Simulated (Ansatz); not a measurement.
Cost and result for the atomization energy of ClH$_{2}$SSi (`S[SiH]Cl`) radical (5 atoms, 4 bonds).

The species carries charge 0 and has multiplicity 2. Geometry: relaxed with PBE0-D4/def2-TZVP. It is one conformer, not always the lowest. Program: Ansatz. All runs use 2 threads of a server CPU on a shared host. Times are those of one run each, without the atoms' runs, and a repeat can differ threefold. Electronic energies, without spin–orbit coupling; frozen cores. CCSD(T)/CBS adds CCSD(T) − MP2 in def2-TZVPP to the MP2 limit, and its time is that of the two runs behind it. T1 = 0.014; ⟨S²⟩ of the reference is 0.76. B3LYP takes the VWN-RPA correlation (the form of Gaussian; ORCA's B3LYP/G).

CCSD(T)/CBS is a level of theory with its own doubt, some kJ/mol a heavy atom from the limit and from the frozen cores, so smaller differences don't rank the functionals.

```json
{"level": "LDA (SPW92)/def2-TZVPP", "functions": "154", "wall time": "1.1 s"}
{"level": "CCSD(T)/def2-SVP", "functions": "64", "wall time": "1.6 s"}
{"level": "PBE-D4/def2-TZVPP (with forces)", "functions": "154", "wall time": "2.2 s"}
{"level": "PBE0-D4/def2-TZVPP", "functions": "154", "wall time": "2.8 s"}
{"level": "BHLYP-D4/def2-TZVPP", "functions": "154", "wall time": "2.9 s"}
{"level": "B3LYP-D4/def2-TZVPP (with forces)", "functions": "154", "wall time": "3.3 s"}
{"level": "PBE-QIDH/def2-TZVPP", "functions": "154", "wall time": "4.1 s"}
{"level": "B2PLYP/def2-TZVPP", "functions": "154", "wall time": "4.4 s"}
{"level": "B97M-V/def2-TZVPP", "functions": "154", "wall time": "7.5 s"}
{"level": "ωB97X-V/def2-TZVPP", "functions": "154", "wall time": "8 s"}
{"level": "MP2/def2-QZVPP", "functions": "270", "wall time": "12 s"}
{"level": "CCSD(T)/def2-TZVPP", "functions": "154", "wall time": "35 s"}
{"level": "CCSD(T)/CBS(def2)", "functions": "–", "wall time": "47 s"}
```

What atomization energy does each give, and how far from CCSD(T)/CBS? (An estimate is asked.)

Ansatz gave: 
```csv
level,atomization (kJ/mol),difference from CCSD(T)/CBS,per bond
LDA (SPW92)/def2-TZVPP,1577.1,205.5,51.4
CCSD(T)/def2-SVP,1223.8,-147.8,-37.0
PBE-D4/def2-TZVPP (with forces),1397.2,25.6,6.4
PBE0-D4/def2-TZVPP,1377.9,6.3,1.6
BHLYP-D4/def2-TZVPP,1332.2,-39.4,-9.9
B3LYP-D4/def2-TZVPP (with forces),1363.6,-8.0,-2.0
PBE-QIDH/def2-TZVPP,1365.2,-6.4,-1.6
B2PLYP/def2-TZVPP,1342.5,-29.1,-7.3
B97M-V/def2-TZVPP,1404.9,33.3,8.3
ωB97X-V/def2-TZVPP,1387.3,15.7,3.9
MP2/def2-QZVPP,1376.0,4.4,1.1
CCSD(T)/def2-TZVPP,1318.7,-52.9,-13.2
CCSD(T)/CBS(def2),1371.6,0.0,0.0
```

From BLYP to BHLYP (50 % exact exchange), in def2-TZVPP and without D4, the atomization energy moves by −15.6 kJ/mol: exact exchange takes away binding that semilocal exchange gives to molecules. Leaving LDA and LC-ωPBE aside and taking each functional with its dispersion term where it has one, the values spread over 72.7 kJ/mol, from BHLYP-D4 to B97M-V. LDA lies +193.5 kJ/mol from PBE without D4, its usual overbinding. In def2-TZVPP, CCSD(T) changes the Hartree–Fock value by +326.3 kJ/mol (the triples alone add +26.0 kJ/mol) and MP2 by +352.2 kJ/mol; breaking electron pairs costs correlation energy, which Hartree–Fock lacks.
